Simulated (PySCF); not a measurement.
**Orbital picture of SN**

PBE0 at R = 1.517 Å; PySCF, spin-free X2C with a Gaussian nucleus, basis sets S jorge-DZP-DKH, N jorge-DZP-DKH. State: ²Π (doublet), unpaired electrons π ↑. Only the outer orbitals are listed, counted within each symmetry.

```
spin  orbital  occ.  ε (eV)  on S (%)         main shells (%)
   α       5σ     1  -26.42        41   50 N s, 33 S s, 8 N p
   α       6σ     1  -17.15        69  56 S s, 28 N s, 12 S p
   α       2π     1  -11.59        47          52 N p, 46 S p
   α       2π     1  -10.93        56          54 S p, 44 N p
   α       7σ     1  -10.92        33  52 N p, 28 S p, 14 N s
   α       3π     1   -6.28        57          55 S p, 43 N p
   α       3π     0   -3.58        50          50 N p, 47 S p
   α       8σ     0    1.82        98  76 S p, 14 S d, 12 N p
   α       4π     0   10.28        99                  96 S p
   β       5σ     1  -25.73        47   44 N s, 37 S s, 9 N p
   β       6σ     1  -16.24        68  53 S s, 30 N s, 15 S p
   β       2π     1  -10.67        62          60 S p, 38 N p
   β       7σ     1  -10.40        32  52 N p, 26 S p, 16 N s
   β       2π     1   -9.82        65          63 S p, 35 N p
   β       3π     0   -3.15        44          56 N p, 40 S p
   β       3π     0   -2.12        41          59 N p, 37 S p
   β       8σ     0    2.10        98  74 S p, 14 S d, 12 N p
```

**Question.** Which are the highest filled and the lowest empty level, where do they sit, and how wide is the gap?

**Answer.** Highest filled α 3π at -6.28 eV (in %: 55 S p, 43 N p); lowest empty α 3π at -3.58 eV (in %: 50 N p, 47 S p); the gap at PBE0 is 2.70 eV. Both belong to one degenerate shell, split only by its one-sided filling, so this is no excitation gap.

The bond order (Mayer) is 2.37. The ⟨S²⟩ is 0.758 and the charge on S (Mulliken, basis-dependent) is 0.22. The charge on S (Löwdin, basis-dependent) is 0.24 and the dipole moment (positive dipole means S(−)N(+)) is -1.78 D. The polarisability along the bond is 29.1 bohr³ and the polarisability across the bond is 11.5 bohr³.

The state is the lowest determinant that a PBE0 search found; another state may lie lower at other levels.
